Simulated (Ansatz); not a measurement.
Density of states of BaNiS$_{2}$ (P4/nmm, a = 4.338 Å, b = 4.338 Å, c = 8.762 Å, α = 90.00°, β = 90.00°, γ = 90.00°), in states per eV and primitive cell, averaged over bins of 0.3 eV. Theory: Ansatz, DFT PBEsol, scalar-relativistic, plane waves, PAW.

Settings: cutoff 420 eV, Γ-centred mesh 8×8×4 on the computed 8-atom cell, Gaussian smearing of 0.10 eV; no spin polarisation.

The cell is relaxed at this level. The states (both spins) are summed by tetrahedra on a 12×12×6 mesh at the self-consistent density. Energies are bin centres; the table starts no lower than −8 eV and ends at 6 eV, or lower where the solved bands end.

It is a metal at this level.

| E − E_F (eV) | total | S 3p | Ni 3d | Ni 4s | Ba 6s |
| --- | --- | --- | --- | --- | --- |
| -7.10 | 0.95 | 0.68 | 0.06 | 0.15 | 0.01 |
| -6.80 | 1.61 | 1.16 | 0.13 | 0.22 | 0.01 |
| -6.50 | 1.76 | 1.28 | 0.17 | 0.21 | 0.01 |
| -6.20 | 2.24 | 1.65 | 0.27 | 0.20 | 0.00 |
| -5.90 | 2.19 | 1.62 | 0.31 | 0.14 | 0.00 |
| -5.60 | 1.83 | 1.32 | 0.32 | 0.09 | 0.00 |
| -5.30 | 2.41 | 1.66 | 0.50 | 0.10 | 0.01 |
| -5.00 | 2.11 | 1.46 | 0.34 | 0.08 | 0.08 |
| -4.70 | 4.49 | 2.98 | 1.05 | 0.08 | 0.16 |
| -4.40 | 5.71 | 3.54 | 1.72 | 0.07 | 0.15 |
| -4.10 | 6.46 | 3.71 | 2.39 | 0.06 | 0.06 |
| -3.80 | 2.99 | 1.70 | 1.03 | 0.08 | 0.04 |
| -3.50 | 5.98 | 3.57 | 1.71 | 0.24 | 0.15 |
| -3.20 | 9.79 | 5.43 | 3.59 | 0.20 | 0.10 |
| -2.90 | 5.45 | 3.14 | 1.86 | 0.03 | 0.13 |
| -2.60 | 12.10 | 6.68 | 4.54 | 0.05 | 0.15 |
| -2.30 | 8.69 | 3.92 | 4.17 | 0.03 | 0.05 |
| -2.00 | 3.14 | 1.39 | 1.54 | 0.03 | 0.01 |
| -1.70 | 14.03 | 2.51 | 10.98 | 0.11 | 0.04 |
| -1.40 | 9.81 | 2.96 | 6.02 | 0.06 | 0.08 |
| -1.10 | 8.94 | 2.90 | 5.21 | 0.06 | 0.07 |
| -0.80 | 10.86 | 4.51 | 5.43 | 0.05 | 0.05 |
| -0.50 | 5.84 | 2.56 | 2.90 | 0.01 | 0.02 |
| -0.20 | 3.66 | 1.63 | 1.79 | 0.01 | 0.01 |
| 0.10 | 4.45 | 1.89 | 2.26 | 0.01 | 0.02 |
| 0.40 | 3.38 | 1.53 | 1.60 | 0.01 | 0.02 |
| 0.70 | 1.97 | 0.96 | 0.87 | 0.01 | 0.01 |
| 1.00 | 1.45 | 0.77 | 0.59 | 0.00 | 0.00 |
| 1.30 | 1.20 | 0.68 | 0.45 | 0.01 | 0.00 |
| 1.60 | 1.27 | 0.61 | 0.33 | 0.10 | 0.01 |
| 1.90 | 0.78 | 0.17 | 0.08 | 0.14 | 0.01 |
| 2.20 | 0.74 | 0.05 | 0.01 | 0.14 | 0.01 |
| 2.50 | 0.90 | 0.05 | 0.02 | 0.13 | 0.01 |
| 2.80 | 1.21 | 0.06 | 0.02 | 0.12 | 0.01 |
| 3.10 | 2.12 | 0.09 | 0.05 | 0.11 | 0.02 |
| 3.40 | 5.21 | 0.19 | 0.14 | 0.15 | 0.12 |
| 3.70 | 4.76 | 0.16 | 0.10 | 0.13 | 0.13 |
| 4.00 | 4.24 | 0.17 | 0.08 | 0.21 | 0.18 |
| 4.30 | 5.61 | 0.26 | 0.10 | 0.37 | 0.43 |
| 4.60 | 6.43 | 0.28 | 0.10 | 0.37 | 0.56 |
| 4.90 | 7.45 | 0.34 | 0.10 | 0.44 | 0.61 |
| 5.20 | 7.35 | 0.34 | 0.09 | 0.38 | 0.60 |
| 5.50 | 7.59 | 0.33 | 0.08 | 0.29 | 0.66 |
| 5.80 | 7.21 | 0.32 | 0.06 | 0.29 | 0.64 |

The columns after the total are the main Löwdin projections on the occupied valence shells of the potentials; 3 others are left out. The rest of the total lies in those, in shells that are empty in the free atom, which aren't projected, and between the atoms.

Spin-orbit coupling is left out, which matters for the bands of heavy elements.

A ferromagnetic start lost its moments in a first run, so spin was left out; other magnetic orders weren't tried.

Cost: 1 run of about 4.3 core-minutes, on AMD EPYC 7R43 (Zen 3) (shared hosts).